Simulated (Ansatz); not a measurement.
Born–Oppenheimer molecular dynamics of BClH$_{2}$O (5 atoms, charge 0, multiplicity 1). It starts from a relaxed structure.

These are results of RKS PBE-D4/def2-SVP (Ansatz 0.2.0), not measurements.

| Item | Value |
| --- | --- |
| ensemble | NVT, Nosé–Hoover chain |
| time step | 0.5 fs |
| steps asked | 166 |
| set temperature | 500 K |
| thermostat | time constant 100 fs, chain length 3 (defaults) |
| temperature schedule | 41 steps to 500 K, then 125 steps to 1000 K |
| seed | 170156 |

First frame:

```xyz
5
Properties=species:S:1:pos:R:3
B 0.015 -0.064 -0.033
Cl -0.080 -0.118 1.742
H 1.062 0.218 -0.571
O -1.062 -0.333 -0.800
H -1.857 -0.549 -0.275
```

(1) How far do the bonds stretch over the last three quarters of this one trajectory? (Pairs bonded in most of those frames.)

## Answers

(1) 
```json
{"bond": "B1–Cl2", "mean (Å)": "1.792", "spread (Å)": "0.041", "shortest": "1.73", "longest": "1.85"}
{"bond": "B1–H3", "mean (Å)": "1.216", "spread (Å)": "0.035", "shortest": "1.16", "longest": "1.27"}
{"bond": "B1–O4", "mean (Å)": "1.349", "spread (Å)": "0.022", "shortest": "1.31", "longest": "1.38"}
{"bond": "O4–H5", "mean (Å)": "0.979", "spread (Å)": "0.018", "shortest": "0.95", "longest": "1.01"}
```

Mean temperature of the second half: 273 K. The conserved energy stayed within 0.23 meV per atom of its start (net change 0.13 meV per atom), so the integration is sound. The schedule's set-point averaged 834 K over the second half and the system 273 K, so it lags behind the ramp. A run of 0.083 ps of so small a system gives no equilibrium averages.

The run took 3.1 min on 1 thread of Intel(R) Xeon(R) Platinum 8259CL CPU @ 2.50GHz (Skylake/Cascade Lake), with other jobs on the host, peak memory 0.11 GiB.
